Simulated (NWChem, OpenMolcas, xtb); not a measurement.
# CHClF2 (difluorochloromethane): methods side by side

CHClF2: 5 atoms, total charge 0, spin state singlet. As SMILES, `FC(F)Cl`. The coordinates come from a PBE0-D4/def2-TZVP relaxation.

Each level gives the dipole moment (D). The values are calculated.

```
           level            kind     program  value (D)   CPU time
        GFN0-xTB  semi-empirical         xtb       1.80  under 2 s
    HF/6-311+G**    Hartree–Fock  OpenMolcas       1.76       24 s
 SVWN5/6-311+G**             LDA  OpenMolcas       1.48       33 s
  BLYP/6-311+G**             GGA      NWChem       1.47       16 s
   PBE/6-311+G**             GGA  OpenMolcas       1.45       47 s
r2SCAN/6-311+G**        meta-GGA  OpenMolcas       1.50       48 s
 B3LYP/6-311+G**   global hybrid  OpenMolcas       1.55       40 s
```

The values span 1.45 to 1.80 D. Times are those of the runs behind each value, whatever else they computed, on shared processors of several kinds: orders of magnitude only.
